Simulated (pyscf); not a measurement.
PySCF, gas phase, ωB97X-D3(BJ)/def2-SVP geometries.

For the elementary gas-phase step `[OH][CH2][SnH3]` + `[H]` [doublet] → `[CH2][SnH3]` [doublet] + `[OH2]` (doublet surface; C–O broken, H–O formed), what barrier and reaction energy does PBE0-D3(BJ)/def2-TZVP give, measured from the separated reactants?

ΔE‡ = 79.7 kJ/mol, ΔE = -119.2 kJ/mol. ωB97M-D3(BJ)/def2-TZVP gives 89.5 kJ/mol and -125.6 kJ/mol. Zero-point energy shifts the barrier by +0.1 kJ/mol. It is a substitution at O, with an imaginary mode of 1813i cm⁻¹. On the product side the descent ends in a complex (not fully relaxed), 17.4 kJ/mol under the separated species and 238.6 kJ/mol under the saddle at ωB97X-D3(BJ)/def2-TZVP. At ωB97X-D3(BJ)/def2-TZVP the barrier from the zero used here is 100.3 kJ/mol. HO–CH₂–SnH₃ lies 132.8 kJ/mol over its isomer H₃C–SnH₂–OH (electronic energy, ωB97M-D3(BJ)/def2-TZVP). •H₂C–SnH₃ lies 128.0 kJ/mol over its isomer H₃C–SnH₂• (electronic energy, ωB97M-D3(BJ)/def2-TZVP). One saddle was located; it need not be the lowest between these sides. The angle at the attacked O is 153°. Elements past Kr carry the def2 core potentials, without spin-orbit coupling.
